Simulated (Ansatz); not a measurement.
Elements on the sites of an ideal fcc lattice, at a guessed lattice constant:

```
Rh Os
1.0
    -3.84287    3.84287   -3.84287
     3.84287    3.84287    3.84287
     3.84287   -3.84287   -3.84287
Rh Os
6 10
Direct
  0.25000 0.00000 0.75000
  0.50000 0.75000 0.75000
  0.00000 0.50000 0.50000
  0.75000 0.00000 0.25000
  0.50000 0.50000 0.00000
  0.25000 0.75000 0.00000
  0.00000 0.25000 0.75000
  0.50000 0.00000 0.50000
  0.75000 0.50000 0.75000
  0.25000 0.25000 0.50000
  0.50000 0.25000 0.25000
  0.75000 0.75000 0.50000
  0.00000 0.00000 0.00000
  0.25000 0.50000 0.25000
  0.00000 0.75000 0.25000
  0.75000 0.25000 0.00000
```

Cell and atoms were relaxed without symmetry on coarser meshes and computed once more. Computed with Ansatz, DFT PBE, scalar-relativistic, plane waves, PAW.

Plane waves to 420 eV, a k mesh through Γ of 6×6×6 on the computed 16-atom cell and Gaussian smearing (0.10 eV); no spin polarisation.

The relaxation ran on 3×3×3 k points with a smearing of 0.1 eV, from sites shaken by 0.02 Å.

Q: What does the relaxation give?

A: A volume of 14.20 Å³/atom and no gap on the mesh. It lies 0.08 eV/atom above the elements' standard states (static lattices, no corrections for gases). The atoms leave their sites by 0.02 Å (root mean square) and 0.04 Å at most, and the cell stretches by up to 0.0 % at fixed volume.

```
Rh Os
1.0
    -3.84553    3.84515   -3.84286
     3.84279    3.84241    3.84287
     3.84550   -3.84516   -3.84284
Rh Os
6 10
Cartesian
  1.9291 -1.9111 -3.8313
  3.8119 1.9471 -1.9187
  -0.0179 3.8325 -3.8313
  -1.9164 1.9340 -3.8487
  3.8277 -0.0125 -3.8487
  1.9421 3.8168 1.9242
  -0.0046 1.9108 -5.7615
  3.8394 3.8447 0.0028
  1.9146 1.9192 -3.8400
  1.9061 0.0009 -1.9186
  0.0051 1.9206 -1.9187
  1.9199 3.8392 -1.9186
  3.8394 3.8447 -3.8401
  1.9147 1.9192 0.0028
  3.8341 1.9248 1.9241
  1.9158 0.0108 -5.7615
```

The final mesh leaves forces up to 0.10 eV/Å and stresses up to 0.4 GPa: the relaxation ran on a coarser mesh, so the cell's shape, its bonds and its energy belong partly to that mesh.

Spin-orbit coupling is left out, which matters for the bands of heavy elements.

Cost: 2 runs of about 6.8 core-minutes in all (earlier runs that led there not counted), on Intel Xeon 6975P-C (Granite Rapids) (shared hosts).